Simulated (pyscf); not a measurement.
## Addition across a multiple bond or ene-type step: `[F][Ga]([F])[F]` + `[CH2]=[CH2]` -> `[F][CH2][CH2][Ga]([F])[F]`

Gas phase, singlet surface, charge 0. Bonds broken: F1–Ga2. Bonds formed: F1–C5, Ga2–C6. Single points on ωB97X-D3(BJ)/def2-SVP structures (PySCF, gas phase).

Transition state (Å):

```xyz
10

F      0.2571    -1.0670     0.5394
Ga    -1.6163    -0.8448     0.5936
F     -2.4233    -2.1994    -0.1670
F     -2.1345    -0.3653     2.1952
C      0.2057     0.4156    -0.6030
C     -1.1702     0.7338    -0.6805
H      0.8739     0.9844     0.0490
H      0.6952    -0.1423    -1.4057
H     -1.5044     1.6360    -0.1551
H     -1.6844     0.5044    -1.6210
```

One imaginary mode, 351i cm⁻¹; descent along it reached the two sides named, in the forms told below.

```json
[
 {"bond": "F1–Ga2", "change": "breaks", "reactant side (Å)": "1.750", "saddle": "1.887", "product side": "2.217"},
 {"bond": "F1–C5", "change": "forms", "reactant side (Å)": "2.9", "saddle": "1.872", "product side": "1.449"},
 {"bond": "Ga2–C6", "change": "forms", "reactant side (Å)": "2.484", "saddle": "2.077", "product side": "1.967"}
]
```

Electronic energies relative to the separated reactants (kcal/mol):

| level | barrier | reaction energy | reverse barrier |
|---|---|---|---|
| ωB97X-D3(BJ)/def2-TZVP | -1.4 | -9.5 | 8.0 |
| PBE/def2-TZVP | -1.0 | -6.3 | 5.3 |
| r²SCAN/def2-TZVP | -3.4 | -7.5 | 4.1 |
| B3LYP-D3(BJ)/def2-TZVP | 1.4 | -4.2 | 5.6 |
| PBE0-D3(BJ)/def2-TZVP | -1.9 | -9.7 | 7.8 |
| M06-2X/def2-TZVP | 0.5 | -6.2 | 6.7 |
| ωB97M-D3(BJ)/def2-TZVP | 1.7 | -5.5 | 7.2 |
| HF/def2-TZVP | 12.0 | +4.0 | 8.0 |

With ωB97M-D3(BJ)/def2-TZVP energies and thermal terms (ideal gas, 1 atm, RRHO with modes under 100 cm⁻¹ raised to 100, one conformer, R ln 2 for rigid chiral ones), in kcal/mol:

| T (K) | ΔH‡ | ΔG‡ | ΔH | ΔG |
|---|---|---|---|---|
| 298 | 2.5 | 13.6 | -3.0 | +7.3 |
| 600 | 2.9 | 24.7 | -2.5 | +17.6 |
| 900 | 3.4 | 35.6 | -1.6 | +27.5 |
| 1200 | 4.0 | 46.2 | -0.6 | +37.0 |

On the reactant side the descent ends in a bound adduct, 20.0 kcal/mol under the separated species and 18.5 kcal/mol under the saddle at ωB97X-D3(BJ)/def2-TZVP. At ωB97X-D3(BJ), PBE, r²SCAN, PBE0-D3(BJ) the saddle lies under the separated reactants, which points to a path from their complex (located at ωB97X-D3(BJ) alone). What is counted as broken (F–Ga) persists as a longer contact in the product adduct; parting that adduct is a step of its own. F–CH₂–CH₂–Ga(F)–F is closed by a dative F–Ga contact. This is the saddle that the search found; another between the same sides may lie lower. Elements up to Kr have no core potential and no relativistic terms here.
